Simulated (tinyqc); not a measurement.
Inside a calculation. Method: RKS/BP86 in the sto-6g basis, for H2O, spin multiplicity 1. One step of it, computed by the program tinyqc.

Task: Orthogonalisation. S = U s U^T; symmetric (Loewdin) form X = U s^(-1/2) U^T, so that X^T S X = 1.

overlap S, order 1O 1s, 1O 2s, 1O 2px, 1O 2py, 1O 2pz, 2H 1s, 3H 1s:
```
[[1.000000, 0.231145, 0.000000, 0.000000, 0.000000, 0.056268, 0.056268],
 [0.231145, 1.000000, 0.000000, 0.000000, 0.000000, 0.481091, 0.481091],
 [0.000000, 0.000000, 1.000000, 0.000000, 0.000000, 0.000000, 0.000000],
 [0.000000, 0.000000, 0.000000, 1.000000, 0.000000, 0.336956, -0.336956],
 [0.000000, 0.000000, 0.000000, 0.000000, 1.000000, 0.206079, 0.206079],
 [0.056268, 0.481091, 0.000000, 0.336956, 0.206079, 1.000000, 0.214958],
 [0.056268, 0.481091, 0.000000, -0.336956, 0.206079, 0.214958, 1.000000]]
```

Give: eigenvalues of S; X.

Result:

eigenvalues of S: [0.341, 0.404, 0.899, 1.000, 1.075, 1.381, 1.900]

X, order 1O 1s, 1O 2s, 1O 2px, 1O 2py, 1O 2pz, 2H 1s, 3H 1s:
```
[[1.023, -0.139, 0.000, 0.000, -0.008, 0.020, 0.020],
 [-0.139, 1.257, 0.000, 0.000, 0.099, -0.306, -0.306],
 [0.000, 0.000, 1.000, 0.000, 0.000, 0.000, 0.000],
 [0.000, 0.000, 0.000, 1.133, 0.000, -0.249, 0.249],
 [-0.008, 0.099, 0.000, 0.000, 1.042, -0.129, -0.129],
 [0.020, -0.306, 0.000, -0.249, -0.129, 1.214, -0.077],
 [0.020, -0.306, 0.000, 0.249, -0.129, -0.077, 1.214]]
```
